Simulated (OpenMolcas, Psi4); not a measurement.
Predicting a hybrid from its neighbours: [CF3]+

The species is [CF3]+ (4 atoms), meant as a singlet with charge +1. As SMILES, `F[C+](F)F`. The coordinates come from a PBE0-D4/def2-TZVP relaxation.

The vertical ionisation energy (to the doublet dication) y, in eV, basis def2-SVPD; a is the functional's share of exact exchange. Programs: OpenMolcas 26.06, Psi4 1.11.

| functional | program | a | y (eV) |
| --- | --- | --- | --- |
| TPSS | OpenMolcas | 0 | 24.43 |
| BLYP | Psi4 | 0 | 24.32 |
| TPSSh | Psi4 | 0.1 | ? |
| B3LYP | OpenMolcas | 0.2 | 25.23 |
| PBE0 | OpenMolcas | 0.25 | 25.29 |
| BHLYP | OpenMolcas | 0.5 | 26.09 |

Fit y = c + s·a to the known rows and predict TPSSh.


1. Means of the 5 rows: a = 0.1900, y = 25.072.
2. Σ(Δa)² = 0.172, Σ(Δa·Δy) = 0.5951, so the slope is 0.5951/0.172 = 3.4599.
3. Intercept: 25.072 − (3.4599) × 0.1900 = 24.415. The largest residual of the fit is 0.12.
4. TPSSh: 24.415 + (3.4599) × 0.1 = 24.76 eV.

The run gave 24.79 eV, so the prediction is off by -0.03 eV, within the largest residual.
